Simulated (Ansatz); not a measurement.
**A ladder of methods for [SiH3]− (SMILES [H][Si-]([H])[H])**

The species is [SiH3]− (4 atoms), meant as a singlet with charge -1. As SMILES, `[H][Si-]([H])[H]`. Geometry: relaxed at GFN1-xTB.

```jsonl
{"atom": "Si", "x (Å)": "0.0000", "y (Å)": "0.0000", "z (Å)": "0.0000"}
{"atom": "H", "x (Å)": "0.8568", "y (Å)": "-0.0338", "z (Å)": "0.0280"}
{"atom": "H", "x (Å)": "-0.3997", "y (Å)": "0.7591", "z (Å)": "0.0039"}
{"atom": "H", "x (Å)": "-0.4571", "y (Å)": "-0.7253", "z (Å)": "-0.0319"}
```

Quantity: the energy change with the Si1–H2 bond stretched from 0.858 to 1.287 Å, in eV. The values are calculated.

```tsv
level	kind	program	value (eV)	less CCSD(T)/6-31G
HF/6-31G (restricted)	Hartree–Fock	Ansatz	-10.52	-0.01
PBE/6-31G (restricted)	GGA	Ansatz	-10.41	+0.10
B3LYP/6-31G (restricted)	global hybrid	Ansatz	-10.31	+0.20
CAM-B3LYP/6-31G (restricted)	range-separated hybrid	Ansatz	-10.31	+0.20
B2PLYP/6-31G (restricted)	double hybrid	Ansatz	-10.37	+0.14
RPA@PBE/6-31G (restricted)	RPA	Ansatz	-10.53	-0.02
MP2/6-31G (restricted)	perturbation theory	Ansatz	-10.50	+0.01
CCSD(T)/6-31G (restricted)	coupled cluster or CI	Ansatz	-10.51	0.00
FCI/3-21G	exact in the basis	Ansatz	-10.57	-0.06
```

Differences are taken from CCSD(T)/6-31G (restricted) for orientation; it has basis-set and higher-order errors of its own. Sets without diffuse functions describe the anion poorly. The first shape isn't each level's own minimum. The values span -10.57 to -10.31 eV. All rows use very small basis sets, so even the best lies far from the true value.
